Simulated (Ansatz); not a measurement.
Correlation energies of C₂H₅NO (`N=CCO`) by basis set

```xyz
9

N     0.539   -1.348   -0.060
C    -0.291   -0.522    0.412
C    -0.242    0.893   -0.061
O     0.763    1.100   -0.998
H     0.427   -2.283    0.322
H    -1.058   -0.769    1.155
H    -1.228    1.151   -0.477
H    -0.102    1.544    0.817
H     1.192    0.235   -1.109
```

Charge 0, multiplicity 1. Geometry: relaxed with PBE0-D4/def2-TZVP. It is one conformer, not always the lowest. Frozen core, restricted reference, the Gaussian-basis code of Ansatz. CBS rows extrapolate triple and quadruple zeta; past MP2 they add the triple-zeta difference.

| basis | HF (Eh) | MP2 corr. |
| --- | --- | --- |
| def2-SVP | -207.77108 | -0.62218 |
| def2-TZVPP | -208.01888 | -0.77565 |
| def2-QZVPP | -208.02873 | -0.83094 |

Question: Estimate the CCSD correlation energy and the (T) correction in each basis where they were run (hartree).

Answer: 
```json
{"basis": "def2-SVP", "CCSD corr.": "-0.65734", "(T)": "-0.01974"}
{"basis": "def2-TZVPP", "CCSD corr.": "-0.79999", "(T)": "-0.03305"}
{"basis": "CBS(def2)", "CCSD corr.": "-0.89624", "(T)": "as TZ"}
```
